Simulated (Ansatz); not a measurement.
This geometry of C3H9NS (14 atoms, charge 0, multiplicity 1) is a first-order saddle point.

Level of theory: RKS revPBE/cc-pVDZ in Ansatz 0.2.0.

```xyz
14
Properties=species:S:1:pos:R:3
C -1.442 -0.217 1.780
S 0.352 -0.205 1.359
C 0.289 -0.191 -0.547
C 1.743 -0.345 -1.016
N -0.329 0.962 -1.175
H -1.710 0.689 2.359
H -2.056 -0.237 0.856
H -1.684 -1.116 2.380
H -0.299 -1.090 -0.831
H 2.358 0.519 -0.685
H 2.201 -1.267 -0.610
H 1.769 -0.381 -2.123
H -1.321 1.030 -0.904
H 0.114 1.822 -0.816
```

(1) Which two structures does it join? (They come from a converged band through this point; their orientation in space is the band's.)

(2) How far does it lie above each of them?

Results:

(1) No bond is made or broken. The dihedral H7–C1–S2–C3 goes from 64 to -60°. The two ends are copies of one structure, up to a mirror image or an exchange of like atoms.

Image 0:

```xyz
14
Properties=species:S:1:pos:R:3
C -1.456 -0.532 1.663
S 0.324 -0.630 1.244
C 0.267 -0.070 -0.578
C 1.691 -0.237 -1.126
N -0.224 1.274 -0.831
H -1.852 0.496 1.525
H -2.058 -1.249 1.067
H -1.547 -0.796 2.735
H -0.420 -0.782 -1.082
H 2.401 0.429 -0.592
H 2.045 -1.279 -1.010
H 1.706 0.036 -2.200
H -1.202 1.364 -0.526
H 0.311 1.947 -0.261
```

Image 8:

```xyz
14
Properties=species:S:1:pos:R:3
C -1.410 -0.068 1.781
S 0.376 -0.136 1.373
C 0.280 -0.245 -0.527
C 1.722 -0.430 -1.019
N -0.355 0.868 -1.213
H -1.481 0.036 2.881
H -1.902 0.813 1.317
H -1.937 -0.996 1.477
H -0.316 -1.158 -0.740
H 2.345 0.451 -0.758
H 2.188 -1.327 -0.566
H 1.723 -0.538 -2.122
H -1.341 0.951 -0.929
H 0.095 1.750 -0.923
```

(2) 1.5 kcal/mol above the first and 1.5 kcal/mol above the second. This is the barrier of this one path; another mechanism may lie lower.

The run took 110 s on 2 threads of Arm Neoverse V2, on a shared host, peak memory 0.17 GiB.
